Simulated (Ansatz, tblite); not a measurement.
# Si(CCH)H3 (C₂H₄Si): charged states by level of theory

The task here is to estimate one member of a computed series from the others.

Computed with Ansatz 0.2.0, Gaussian basis. Level: as each input shows.

Plan: charge +1 doublet, at the geometry of the singlet (PBE0-D4/def2-TZVP, PBE-D4/def2-TZVP, r2SCAN-D4/def2-TZVP, LC-ωPBE(0.10)/def2-TZVP, LC-ωPBE(0.15)/def2-TZVP, LC-ωPBE(0.20)/def2-TZVP, LC-ωPBE(0.30)/def2-TZVP, CCSD(T)/def2-TZVPP); charge +1 doublet, relaxed (PBE0-D4/def2-TZVP, PBE-D4/def2-TZVP); the starting singlet's energies come from earlier runs.

### The structure

The singlet was relaxed beforehand with PBE0-D4/def2-TZVP.

7 atoms, charge 0, spin multiplicity 1.

Atoms are counted from 1 here; the program's logs count them from 0.

Bond lengths: Si1–C2 1.823 Å, Si1–H5 1.483 Å, Si1–H6 1.483 Å, Si1–H7 1.483 Å, C2–C3 1.206 Å, C3–H4 1.066 Å. Angles: C2–Si1–H5 109.3°, C2–Si1–H6 109.4°, C2–Si1–H7 109.3°, H5–Si1–H6 109.6°, H5–Si1–H7 109.6°, H6–Si1–H7 109.6°, Si1–C2–C3 179.6°, C2–C3–H4 179.9°.

Set-up of the first run:

in.yaml reads:

```yaml
crystal:
  periodic: [false, false, false]
  atoms:
    - {symbol: Si, position_ang: [-0.000645, 0.002799, -1.067845]}
    - {symbol: C, position_ang: [-0.005613, 0.000154, 0.755338]}
    - {symbol: C, position_ang: [-0.000082, -0.004755, 1.961101]}
    - {symbol: H, position_ang: [0.003118, -0.008341, 3.027179]}
    - {symbol: H, position_ang: [1.400860, 0.007863, -1.553484]}
    - {symbol: H, position_ang: [-0.702660, 1.213277, -1.559796]}
    - {symbol: H, position_ang: [-0.694968, -1.211007, -1.562503]}
basis:
  gaussian: {orbitals: def2-TZVP}
total_charge: 1
magnetization: {spin_polarized: true, initial_magnetization: 1}
hamiltonian: {xc: pbe0, dispersion: d4}
output: {orbitals: {seedname: orbitals}}
```

Command:

```sh
ansatz run in.yaml --threads 4 --pin off --events-out ev --progress --plain --max-ram 3916MiB
```

Steps of the session up to this table: Charge +1 doublet at the fixed geometry, PBE0-D4/def2-TZVP; Charge +1 doublet at the fixed geometry, PBE-D4/def2-TZVP; Charge +1 doublet at the fixed geometry, r2SCAN-D4/def2-TZVP; Charge +1 doublet at the fixed geometry, LC-ωPBE(0.10)/def2-TZVP; Charge +1 doublet at the fixed geometry, LC-ωPBE(0.15)/def2-TZVP; Charge +1 doublet at the fixed geometry, LC-ωPBE(0.20)/def2-TZVP; Charge +1 doublet at the fixed geometry, LC-ωPBE(0.30)/def2-TZVP; Charge +1 doublet at the fixed geometry, CCSD(T)/def2-TZVPP.

One table of the session follows, with a row left open; its other results are not shown here.

| method | vertical ionisation energy (eV) |
| --- | --- |
| HF/def2-TZVPP | 9.47 |
| PBE-D4/def2-TZVP | 10.45 |
| r2SCAN-D4/def2-TZVP | 10.48 |
| PBE0-D4/def2-TZVP | 10.62 |
| MP2/def2-TZVPP | 11.23 |
| CCSD/def2-TZVPP | ? |
| CCSD(T)/def2-TZVPP | 10.94 |

Q: Estimate the row for CCSD/def2-TZVPP from the others.

The run gave: vertical ionisation energy (eV): 10.81. In the column «vertical ionisation energy (eV)» it lies between PBE0-D4/def2-TZVP (10.62) and CCSD(T)/def2-TZVPP (10.94).

To keep in mind: CCSD(T)/def2-TZVPP isn't at the basis-set limit; small misses against it rank nothing.
